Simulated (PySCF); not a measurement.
Atomic charges against the basis set

Phosphorus pentafluoride, PF₅.
SMILES with atom numbers: `[F:1][P:2]([F:3])([F:4])([F:5])[F:6]`

PBE0 throughout (PySCF), one geometry, spherical d and f functions. Geometry: PBE0-D3(BJ)/def2-SVP; no solvent, vibrations or thermal averaging. Atoms taken as equivalent share a column and are averaged.

Mulliken charges (e):

```tsv
basis	functions	F1/F6	P2	F3/F4/F5
STO-3G	34	-0.275	+1.275	-0.242
6-31G	58	-0.378	+1.752	-0.332
6-31G*	88	-0.355	+1.622	-0.304
def2-SVP	88	-0.319	+1.436	-0.266
6-311+G(2d,p)	170	-0.239	+1.351	-0.291
def2-TZVP	192	-0.257	+1.086	-0.191
```

IAO charges (e):

| basis | functions | F1/F6 | P2 | F3/F4/F5 |
| --- | --- | --- | --- | --- |
| STO-3G | 34 | -0.351 | +1.654 | -0.318 |
| 6-31G | 58 | -0.441 | +2.097 | -0.405 |
| 6-31G* | 88 | -0.486 | +2.314 | -0.448 |
| def2-SVP | 88 | -0.485 | +2.301 | -0.444 |
| 6-311+G(2d,p) | 170 | -0.495 | +2.345 | -0.452 |
| def2-TZVP | 192 | -0.501 | +2.379 | -0.459 |

Hirshfeld charges (e):

| basis | functions | F1/F6 | P2 | F3/F4/F5 |
| --- | --- | --- | --- | --- |
| STO-3G | 34 | -0.195 | +0.839 | -0.150 |
| 6-31G | 58 | -0.183 | +0.735 | -0.123 |
| 6-31G* | 88 | -0.161 | +0.618 | -0.099 |
| def2-SVP | 88 | -0.168 | +0.649 | -0.104 |
| 6-311+G(2d,p) | 170 | -0.166 | +0.664 | -0.111 |
| def2-TZVP | 192 | -0.160 | +0.633 | -0.104 |

Problem. Which scheme is steadiest as the basis changes?

Solution. Largest range over the bases for any column: Hirshfeld 0.22 e, Mulliken 0.67 e, IAO 0.73 e. Hirshfeld charges move least and IAO charges most, counted in e. Without the minimal STO-3G basis the ranges are Hirshfeld 0.12, Mulliken 0.67, IAO 0.28 e.

Problem. How much do the charges still move between the two largest bases, 6-311+G(2d,p) and def2-TZVP?

Solution. At most, over all atoms: Mulliken 0.265 e, IAO 0.034 e, Hirshfeld 0.031 e.

Problem. What do the same runs give for the total energy and the frontier levels?

Solution. 
```
        basis  energy (Eh)  HOMO (eV)  LUMO (eV)
       STO-3G    -828.8230      -5.49       5.71
        6-31G    -839.7823     -12.52      -1.56
       6-31G*    -840.0696     -11.70       0.41
     def2-SVP    -839.5924     -11.97       0.34
6-311+G(2d,p)    -840.2910     -12.30      -0.74
    def2-TZVP    -840.3774     -12.17       0.06
```
